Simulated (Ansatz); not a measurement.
# Volume per atom of some elemental solids other than molecular ones

Method: rVV10 (plane waves, PAW; Ansatz, a first-principles code). References are measured values corrected to a static lattice. The table is a random draw of 10 from 14 solids with such references.

Values in Å³/atom.

| solid | reference | rVV10 | error (%) |
|---|---|---|---|
| hcp Sc | 24.77¶ | 24.38 | -1.6 |
| hcp Tl | 27.99¶ | 31.32 | +11.9 |
| hcp Ti | 17.50¶ | 17.43 | -0.4 |
| hcp Hf | 22.30¶ | 22.64 | +1.5 |
| hcp Re | 14.62¶ | 15.29 | +4.6 |
| hcp Co | 10.96¶ | 11.02 | +0.5 |
| hcp Y | 32.95¶ | 32.67 | -0.8 |
| hcp Mg | 22.65¶ | 22.54 | -0.5 |
| hcp Zn | 14.86¶ | 15.65 | +5.3 |
| hcp Ru | 13.45¶ | 14.14 | +5.1 |

Over these 10 solids the mean error is +2.6 %, the mean absolute error 3.2 % (median 1.5 %), and the worst case hcp Tl at +11.9 %; the value is above the reference in 6 of 10 cases. Over all 14, from unrounded values, the mean error is +3.8 % and the mean absolute error 4.2 % (median 3.4 %).

All these references are brought to a static lattice.

Spin–orbit coupling is left out, also for the solids with elements from indium on (hcp Tl, hcp Hf, hcp Re); its size isn't shown.

¶ marks references of a special kind: hcp Sc, 24.77 Å³/atom (measured, copied from a table, unchecked, extrapolated to 0 K and zero-point effects removed; as tabulated in Lejaeghere et al. (2013), arXiv:1204.2733); hcp Tl, 27.99 Å³/atom (measured, copied from a table, unchecked, extrapolated to 0 K and zero-point effects removed; as tabulated in Lejaeghere et al. (2013), arXiv:1204.2733); hcp Ti, 17.50 Å³/atom (measured, copied from a table, unchecked, extrapolated to 0 K and zero-point effects removed; as tabulated in Lejaeghere et al. (2013), arXiv:1204.2733); hcp Hf, 22.30 Å³/atom (measured, copied from a table, unchecked, extrapolated to 0 K and zero-point effects removed; as tabulated in Lejaeghere et al. (2013), arXiv:1204.2733); hcp Re, 14.62 Å³/atom (measured, copied from a table, unchecked, extrapolated to 0 K and zero-point effects removed; as tabulated in Lejaeghere et al. (2013), arXiv:1204.2733); hcp Co, 10.96 Å³/atom (measured, copied from a table, unchecked, extrapolated to 0 K and zero-point effects removed; as tabulated in Lejaeghere et al. (2013), arXiv:1204.2733); hcp Y, 32.95 Å³/atom (measured, copied from a table, unchecked, extrapolated to 0 K and zero-point effects removed; as tabulated in Lejaeghere et al. (2013), arXiv:1204.2733); hcp Mg, 22.65 Å³/atom (measured, copied from a table, unchecked, extrapolated to 0 K and zero-point effects removed; as tabulated in Lejaeghere et al. (2013), arXiv:1204.2733); hcp Zn, 14.86 Å³/atom (measured, copied from a table, unchecked, extrapolated to 0 K and zero-point effects removed; as tabulated in Lejaeghere et al. (2013), arXiv:1204.2733); hcp Ru, 13.45 Å³/atom (measured, copied from a table, unchecked, extrapolated to 0 K and zero-point effects removed; as tabulated in Lejaeghere et al. (2013), arXiv:1204.2733).

Differences are worked out from the printed values.

Ansatz's density-functional and Hartree–Fock values are scalar-relativistic unless marked +SOC, with PAW data made under PBE.

Ansatz's runs of these crystals have no spin polarisation, but for hcp Co.

Density-functional runs with spin start from parallel moments for hcp Co.

Not in this set, of the elemental solids other than molecular ones with a reference value in our tables and a result at some level: 2 for a published cell of unstated conditions; 2 for a reference at room or unstated temperature; 2 for a cell known from the COD alone. These can be a level's best or worst cases. Solids without a released value at any level aren't counted. Cubic solids are told by their lattice constant and aren't counted here. Layered and molecular crystals are counted apart. The metals Ce to Yb are counted apart.

References as tabulated in Lejaeghere et al. (2013), arXiv:1204.2733.
